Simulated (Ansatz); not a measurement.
Cost and result for the atomization energy of C5H6 (`CC1=CC=C1`) (11 atoms, 11 bonds).

```xyz
11

C     0.1029   -0.0873    1.6672
C    -0.0410   -0.0756    0.2051
C    -0.7058   -0.7672   -0.7186
C    -0.0879    0.1270   -1.8363
C     0.5814    0.8259   -0.9264
H     1.1491   -0.2406    1.9566
H    -0.5017   -0.8771    2.1169
H    -0.2008    0.8737    2.0985
H    -1.3908   -1.6036   -0.6977
H    -0.1716    0.1623   -2.9140
H     1.2662    1.6625   -0.9513
```

The species carries charge 0 and has multiplicity 1. The geometry is a stationary point of PBE0-D4/def2-TZVP. Program: Ansatz. All runs use 2 threads of an Arm Neoverse V1 on a shared host. Times are those of one run each, without the atoms' runs, and a repeat can differ threefold. Electronic energies, without spin–orbit coupling; frozen cores. CCSD(T)/CBS adds CCSD(T) − MP2 in def2-TZVPP to the MP2 limit, and its time is that of the two runs behind it. T1 = 0.012; the RHF reference is unstable towards UHF.

CCSD(T)/CBS is a level of theory with its own doubt, some kJ/mol a heavy atom from the limit and from the frozen cores, so smaller differences don't rank the functionals.

| level | functions | wall time |
| --- | --- | --- |
| LDA (SPW92)/def2-TZVPP | 239 | 2 s |
| revPBE-D4/def2-TZVPP | 239 | 3.4 s |
| CAM-B3LYP-D4/def2-TZVPP | 239 | 4.8 s |
| r2SCAN-D4/def2-TZVPP (with forces) | 239 | 7.5 s |
| B2PLYP/def2-TZVPP | 239 | 9 s |
| PBE-QIDH/def2-TZVPP | 239 | 9 s |
| CCSD(T)/def2-SVP | 100 | 9 s |
| ωB97X-V/def2-TZVPP | 239 | 12 s |
| B97M-V/def2-TZVPP | 239 | 15 s |
| ωB97M-V/def2-TZVPP (with forces) | 239 | 18 s |
| MP2/def2-QZVPP | 465 | 43 s |
| CCSD(T)/def2-TZVPP | 239 | 13 min |
| CCSD(T)/CBS(def2) | – | 13 min |

**Question.** What atomization energy does each give, and how far from CCSD(T)/CBS? (An estimate is asked.)

**Answer.** Ansatz gave: 
| level | atomization (kJ/mol) | difference from CCSD(T)/CBS | per bond |
| --- | --- | --- | --- |
| LDA (SPW92)/def2-TZVPP | 5397.2 | 725.0 | 65.9 |
| revPBE-D4/def2-TZVPP | 4713.3 | 41.1 | 3.7 |
| CAM-B3LYP-D4/def2-TZVPP | 4686.8 | 14.6 | 1.3 |
| r2SCAN-D4/def2-TZVPP (with forces) | 4686.5 | 14.3 | 1.3 |
| B2PLYP/def2-TZVPP | 4635.1 | -37.1 | -3.4 |
| PBE-QIDH/def2-TZVPP | 4684.2 | 12.0 | 1.1 |
| CCSD(T)/def2-SVP | 4504.8 | -167.4 | -15.2 |
| ωB97X-V/def2-TZVPP | 4672.0 | -0.2 | 0.0 |
| B97M-V/def2-TZVPP | 4682.1 | 9.9 | 0.9 |
| ωB97M-V/def2-TZVPP (with forces) | 4688.1 | 15.9 | 1.5 |
| MP2/def2-QZVPP | 4715.9 | 43.7 | 4.0 |
| CCSD(T)/def2-TZVPP | 4561.2 | -111.0 | -10.1 |
| CCSD(T)/CBS(def2) | 4672.2 | 0.0 | 0.0 |

In def2-TZVPP, CCSD(T) changes the Hartree–Fock value by +1153.6 kJ/mol (the triples alone add +84.7 kJ/mol) and MP2 by +1242.9 kJ/mol; breaking electron pairs costs correlation energy, which Hartree–Fock lacks. From PBE to PBE0 (25 % exact exchange), in def2-TZVPP and without D4, the atomization energy moves by −91.6 kJ/mol: exact exchange takes away binding that semilocal exchange gives to molecules. The D4 term adds +31.8 kJ/mol with B3LYP and +16.6 kJ/mol with PBE0; it sums over pairs of atoms, weighted by their polarisabilities, and B3LYP, whose exchange is more repulsive, gets the larger term.

B3LYP here is the variant with VWN-RPA as its local correlation; programs differ in this.
